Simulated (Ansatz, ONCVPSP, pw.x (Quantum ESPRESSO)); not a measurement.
From atom to crystal: ONCV potential for tungsten

tungsten, optimised norm-conserving Vanderbilt (ONCV), made with ONCVPSP 4.0.1 (LDA (Perdew-Wang 92), scalar-relativistic). Core [Xe] 4f14, reference 5d4 6s1 6p1. Waves: 6s: rc 2.80 bohr, ncon 4, nbas 8, qcut 2.1 1/bohr, 2 projectors, debl 3.1 Ha; 6p: rc 3.95 bohr, ncon 5, nbas 8, qcut 1.8 1/bohr, 2 projectors, debl 2.5 Ha; 5d: rc 2.00 bohr, ncon 3, nbas 8, qcut 8.8 1/bohr, 1 projector. Local part: polynomial inside 1.80 bohr (lpopt 2, dvloc0 6 Ha). Core correction: Teter function, fcfact 4.25, rcfact 1.15.

Atomic tests: cutoffs needed: 15 Ha and 20 Ha (the cutoffs (Ha) at which the residual kinetic energy of the hardest occupied pseudo-wave falls to 1 and 0.1 mHa per electron); ghost test: no bound ghost flagged; GHOST(+) flagged for s at 296.2 eV; largest excitation error: -3.8 meV (all-electron minus pseudo) for 5d4 6s1 6p0, out of 4 test configurations.

Crystal test: sc W in pw.x 7.5, no spin, 13³ k-points, Fermi–Dirac smearing 0.01 Ry, cutoffs 50/200 Ry. The reference is all-electron LAPW (Ansatz 0.2.0) with the same functional, mesh and smearing; V0 and B0 come from Birch–Murnaghan fits to the pressures at five volumes. Errors are pseudo minus all-electron; Δ is the rms difference of the E(V) curves that follow from these fits, minima aligned, over ±6 % about the mean V0. Mesh and smearing are coarse, so the numbers serve the comparison and aren't converged zero-temperature values; the lattice is a test structure that the element need not adopt.

All-electron: a0 = 2.590 Å (V0 = 17.36 Å³/atom), B0 = 240.5 GPa.

Q: How far does the potential miss the all-electron equation of state?

A: mean pressure error (GPa): -5.38; a0 (Å): 2.568; a0 error (%): -0.82; B0 error (%): -2.2; Δ (meV/atom): 22.4. The largest radius (3.95 bohr) exceeds half the bond length (2.45 bohr), so the spheres overlap, which is one possible source of error among others. This is a poor potential for the solid.

| V (Å³/atom) | P all-electron (GPa) | P pseudo (GPa) |
| --- | --- | --- |
| 16.662 | 10.84 | 4.01 |
| 17.101 | 3.80 | -2.19 |
| 17.539 | -2.36 | -7.64 |
| 17.977 | -7.76 | -12.43 |
| 18.416 | -12.49 | -16.63 |

Q: At the middle volume, how do free energy and pressure move when the wave cutoff is lowered (ecutrho kept at four times it)?

A:

```csv
cutoff (Ry),shift of F (meV/atom),shift of P (GPa)
22,+1162.4,-37.41
30,+146.9,-6.62
40,+7.2,-0.64
```

The run at the middle volume (84 k-points, 8 iterations) took about 5.3 s on one core of a shared host (Intel(R) Xeon(R) Platinum 8488C, 96 threads, 744 GiB, load 8).
